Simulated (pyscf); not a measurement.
PySCF, gas phase, ωB97X-D3(BJ)/def2-SVP geometries.

How much does it cost (ΔH, 298 K, ωB97M-D3(BJ)/def2-TZVP) to split H₃C–CH₂–CH₂–CH=O at its C–C bond into •H₂C–CH₂–CH=O + CH₃•?

C–C to •H₂C–CH₂–CH=O + CH₃•: 378.2 kJ/mol. The 7 functionals that were run give +337.7 (r²SCAN) to +380.0 kJ/mol (ωB97X-D3(BJ)). The radicals are drawn with the spin at the cut bond; how far it spreads was not checked. H₃C–CH₂–CH₂–CH=O lies 25.5 kJ/mol over its isomer H₃C–CH₂–C(CH₃)=O (electronic energy, ωB97M-D3(BJ)). •H₂C–CH₂–CH=O lies 63.0 kJ/mol over its isomer H₃C–CH₂–C•=O (electronic energy, ωB97M-D3(BJ)).
